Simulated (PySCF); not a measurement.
# A geometry optimisation of H3OPSi− with B3LYP-D3(BJ)/def2-SVPD

The starting geometry of this gas-phase doublet was optimised with GFN2-xTB.

```xyz
6

O     1.8364   -1.2485    0.3602
P     2.2057    1.9679    0.7447
Si    1.2794    0.0569   -0.2124
H    -0.1636    0.3675    0.0010
H     1.5185    0.3726   -1.6469
H     2.5738    1.2793    1.8751
```

**Question.** Predict what it relaxes into with B3LYP-D3(BJ)/def2-SVPD.

**Answer.** It keeps its bonds, and is `[O-][SiH2][PH]`.

The energy falls by 0.19 eV over 13 steps:

```tsv
step	E − E(last) (eV)
1	0.188
2	0.032
4	0.022
5	0.018
6	0.013
8	0.003
9	0.002
10	0.000
12	0.000
13	0.000
```

Final geometry (Å):

```xyz
6

O     1.8923   -1.3628    0.2247
P     2.5457    1.8239    0.6691
Si    1.3242    0.0563   -0.2209
H    -0.1142    0.3933    0.1584
H     1.3627    0.3831   -1.7088
H     2.1857    1.4972    2.0214
```

The end wasn't checked by frequencies. Open shells are spin-unrestricted. Run with PySCF 2.14.0, 2.3 min on 2 threads of Intel(R) Xeon(R) Platinum 8259CL CPU @ 2.50GHz (Skylake/Cascade Lake) (shared host).
